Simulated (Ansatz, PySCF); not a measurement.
This Ansatz (a quantum-chemistry and plane-wave program) input computes a CCSD(T)/cc-pVDZ energy:

Ansatz 0.2 input:
```yaml
crystal:
  periodic: [false, false, false]
  atoms:
    - {symbol: C, position_ang: [0.05391172, 0.80080368, -0.10182354]}
    - {symbol: N, position_ang: [-0.07202677, -0.70518643, -0.08531619]}
    - {symbol: H, position_ang: [0.20860883, -1.14742715, 0.80112789]}
    - {symbol: H, position_ang: [-1.05121284, -0.94323814, -0.19400284]}
    - {symbol: H, position_ang: [-0.09433519, 1.20392142, 0.92877463]}
    - {symbol: H, position_ang: [1.11765621, 1.01822688, -0.32774514]}
basis:
  gaussian:
    orbitals: cc-pVDZ
total_charge: -1
magnetization: {spin_polarized: false}
correlation: {method: ccsd_t, electrons: outside_noble_gas}
```

Problem. Write an input for the same energy in PySCF and say what it gives.

Solution. 
```python
from pyscf import gto, scf, mp, cc as ccmod

mol = gto.M(
    atom='''
    C     0.05391172    0.80080368   -0.10182354
    N    -0.07202677   -0.70518643   -0.08531619
    H     0.20860883   -1.14742715    0.80112789
    H    -1.05121284   -0.94323814   -0.19400284
    H    -0.09433519    1.20392142    0.92877463
    H     1.11765621    1.01822688   -0.32774514
    ''',
    basis='cc-pvdz',
    charge=-1,
    spin=0,
    verbose=4,
)

mf = scf.RHF(mol)
mf.conv_tol = 1e-10
mf.max_cycle = 100
mf.kernel()
mp2 = mp.MP2(mf, frozen=2).run()
cc = ccmod.CCSD(mf, frozen=2)
cc.max_cycle = 100
cc.kernel()
et = cc.ccsd_t()
print(f'E(CCSD(T)) = {cc.e_tot + et:.9f}')
```
It gives -94.87199 Eh, and Ansatz -94.87199 Eh, a difference of 0.00 mEh.

It need not be the lowest isomer of its formula. Whether it binds its extra electron was not tested at this geometry.
